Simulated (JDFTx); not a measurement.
System: trimethylamine, C3H9N (SMILES CN(C)C), charge 0, multiplicity 1; geometry: optimised with GFN2-xTB in vacuum (no frequencies checked; largest PBE force component 0.5 eV/Å).

Method: PBE, GBRV ultrasoft potentials, plane waves to 20/100 Ha, in JDFTx (a modified build). The vacuum run is isolated (truncated Coulomb interaction) and the liquid run periodic, so single terms such as Eewald and EH can't be compared between them; the totals can.

End of the vacuum run (hartree):
```
# Energy components:
   Eewald =       81.8500898847611325
       EH =      105.9577956590082124
     Eloc =     -232.5319011472365389
      Enl =        3.6545552933365828
      Exc =      -11.4045397950809146
 Exc_core =        0.1896386376601842
       KE =       19.8565535904456070
-------------------------------------
     Etot =      -32.4278078771057352
```

End of the run in the liquid (SCCS (g09 parameters), water, no salt):
```
# Energy components:
   A_diel =       -0.0012861370271259
   Eewald =       36.6228020608270342
       EH =       61.1876314461531123
     Eloc =     -142.5390887309005734
      Enl =        3.6555648548925959
      Exc =      -11.4073374636689611
 Exc_core =        0.1896386376601842
       KE =       19.8631591609643507
-------------------------------------
     Etot =      -32.4289161710993810
```

This is the neutral, unprotonated base.

A calculation by hand: the solvation energy, split into the fluid's free energy A_diel and the cost of distorting the solute's electrons.

ΔG_solv = Etot(liquid) − Etot(vacuum) = -0.030 eV (-0.7 kcal/mol). A_diel = -0.035 eV; the fluid's own output file splits it into CavityTension 0.023, Electrostatic -0.058 eV. The rest, 0.005 eV, is the change of all other terms: the price of polarising the solute.
